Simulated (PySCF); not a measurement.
# thioformaldehyde: calculation against experiment

**Experimental background.**

NIST CCCBDB Release 22 (SRD 101), experimental dipoles lists, for the gas: dipole moment 1.647 ± 0.0014 D.

The results are set against them at the end.

Thioformaldehyde, CH₂S.
SMILES with atom numbers: `[CH2:1]=[S:2]` (hydrogens: H3, H4 on C1)

Geometry (CAM-B3LYP/6-31+G*, Å), atoms numbered from 1 in this order:
```xyz
4
CH2S angstrom
C     -0.1121   -0.0010   -0.0020
S      1.4903   -0.0573    0.1305
H     -0.6229    0.8145   -0.5163
H     -0.7591   -0.7740    0.4153
```

Runs made with PySCF (gas phase, on this CAM-B3LYP/6-31+G* geometry; no spin–orbit coupling):

```tsv
level	job	basis functions	wall time
CAM-B3LYP/6-31+G*, grid level 1	geometry optimisation from a GFN2-xTB start	44	1.9 s
```

Hardware: an Arm Neoverse V1 with one thread, shared host.

All basis functions are spherical.

Results beside the measurements:

**Dipole moment.** Measured: 1.647 D (NIST CCCBDB Release 22 (SRD 101), experimental dipoles).

```csv
level,computed (D),computed − measured (D),% (from the printed values)
CAM-B3LYP/6-31+G*,1.910,+0.263,+16
```

The computed dipoles belong to one fixed geometry; measured ones are averaged over vibrations unless marked μe. Magnitudes are compared, not signs.

The geometry is computed, not the measured one. Where a level misses, the cause wasn't examined.
